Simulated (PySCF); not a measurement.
**TDDFT excited states: C2H6F2P2**

Compound: (CH3)2PPF2, C2H6F2P2.
Numbering: `[CH3:1][P:2]([CH3:3])[P:4]([F:5])[F:6]` (hydrogens: H7, H8, H9 on C1; H10, H11, H12 on C3)

Cartesian coordinates in Å at the PBE0-D3(BJ)/def2-SVP level; atoms count from 1:
```
atom  x, y, z in Å
C1    -0.6138   -1.3791   -0.6711
P2    -0.1610   -0.3134    0.7803
C3     1.5446    0.2330    0.2878
P4    -1.1411    1.5354    0.0177
F5    -2.6234    1.2610    0.6021
F6    -0.5812    2.5108    1.1821
H7    -0.0651   -2.3300   -0.5949
H8    -0.3899   -0.9205   -1.6476
H9    -1.6883   -1.6123   -0.6208
H10    1.8676    1.0337    0.9693
H11    1.6153    0.5937   -0.7515
H12    2.2357   -0.6146    0.4095
```

Method used: PySCF 2.14.0, density-fitted response routines, TDDFT B3LYP/def2-SVPD, vertical, gas phase, core orbitals frozen in the response.

**Question.** What does the calculation give for the low-lying excited states?

**Answer.** 

| state | E (eV) | E (hartree) | f | \|μ\| (D) | main configurations (H = HOMO, L = LUMO) |
| --- | --- | --- | --- | --- | --- |
| S1 | 4.61 | 0.1695 | 0.014 | 0.89 | H→L (95%) |
| S2 | 5.28 | 0.1939 | 0.206 | 3.21 | H→L+1 (90%) |
| S3 | 6.08 | 0.2234 | 0.0004 | 0.13 | H-1→L (92%) |
| S4 | 6.26 | 0.2300 | 0.0099 | 0.64 | H-1→L+1 (93%) |
| S5 | 6.40 | 0.2352 | 0.022 | 0.95 | H→L+2 (95%) |
| S6 | 6.45 | 0.2370 | 0.033 | 1.16 | H→L+3 (94%) |

The lowest singlet lies at 4.61 eV (269 nm, ultraviolet) and is weak; its leading configuration is HOMO→LUMO (95%). The most intense listed level is S2 at 5.28 eV (235 nm, f = 0.206), 0.66 eV above S1. Löwdin shares by element: HOMO phosphorus 74%, carbon 11%; LUMO (one of a set within 0.03 eV) phosphorus 52%, fluorine 26% (atoms not listed hold the other 22%). Of the 6 states listed, 4 reach f = 0.01 and 1 stays under 0.0005. Weighted by f, the mean energy of these states is 5.50 eV. Orbital energies (eV): HOMO-3 -10.21, HOMO-2 -9.74, HOMO-1 -8.03, HOMO -6.61, LUMO -0.89, LUMO+1 -0.86, LUMO+2 0.53. No computed singlet lies in the visible range (380 to 750 nm); the lowest, at 269 nm, stands 1.35 eV above its violet end (3.26 eV). Singlets were solved by full linear response.

On one thread, Arm Neoverse V2 (aarch64) (shared host), this took 25 s of wall time and 0.85 GiB of memory at its peak.

One conformer stands for the species.
